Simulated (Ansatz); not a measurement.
System: fcc Ca. Method: PBE (PAW; Ansatz, an electronic-structure program).

Settings: plane-wave cutoff 520 eV, 20×20×20 k mesh, Fermi–Dirac smearing 0.043 eV (set by the program), scalar-relativistic PAW data made under PBE.

Computed at the level's own relaxed cell.

Hill averages of the elastic tensor: K = 17.4 GPa, G = 8.5 GPa. Volume 42.183 Å³/atom, mean atomic mass 40.078 u.

Question: Work out the density, the sound velocities of a polycrystal and the elastic Debye temperature at this level.

Answer: ρ = 1.66054 × 40.078/42.183 = 1.578 g/cm³. v_l = √[(K + 4G/3)/ρ] = 4.267 km/s and v_t = √(G/ρ) = 2.321 km/s. The mean follows from 3/v_m³ = 1/v_l³ + 2/v_t³: v_m = 2.589 km/s. Θ_D = (ħ/k_B) v_m (6π²/V)^(1/3) = 76.38 K Å s/km × 2.589 × 1.1197 Å⁻¹ = 221 K, counting all atoms of the cell.
